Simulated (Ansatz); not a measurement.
## How methods differ on AlNH2F (SMILES [NH2][Al][F])

The species is AlNH2F (5 atoms), meant as a doublet with charge 0. As SMILES, `[NH2][Al][F]`. The shape is that of a PBE0-D4/def2-TZVP optimisation. This is one conformer, not always the lowest.

Each level gives the vertical ionisation energy (to the singlet cation) (eV). The values are calculated.

| level | kind | program | value (eV) | less FCI/STO-3G | CPU time (all runs) |
| --- | --- | --- | --- | --- | --- |
| UHF/STO-3G | Hartree–Fock | Ansatz | 4.42 | +0.95 | 0.26 s |
| USVWN5/STO-3G | LDA | Ansatz | 4.11 | +0.64 | 2.1 s |
| U-revPBE/STO-3G | GGA | Ansatz | 4.16 | +0.69 | 3.3 s |
| UBLYP/STO-3G | GGA | Ansatz | 4.06 | +0.59 | 3.1 s |
| U-r2SCAN/STO-3G | meta-GGA | Ansatz | 4.43 | +0.96 | 8.5 s |
| UPBE0/STO-3G | global hybrid | Ansatz | 4.49 | +1.02 | 3.3 s |
| UCAM-B3LYP/STO-3G | range-separated hybrid | Ansatz | 4.53 | +1.06 | 4.3 s |
| UCCSD(T)/STO-3G | coupled cluster or CI | Ansatz | 3.49 | +0.02 | 0.5 s |
| FCI/STO-3G | exact in the basis | Ansatz | 3.47 | 0.00 | 2.4 min |

FCI/STO-3G is exact within its basis and frozen core, so for wave-function methods in that basis the difference is their error; functionals converge differently with the basis, so for them it is only a difference. The values span 3.47 to 4.53 eV. All rows use very small basis sets, so even the best lies far from the true value. CPU times are rough (shared hosts, several kinds of processor): they show what a rung costs within a factor of a few.
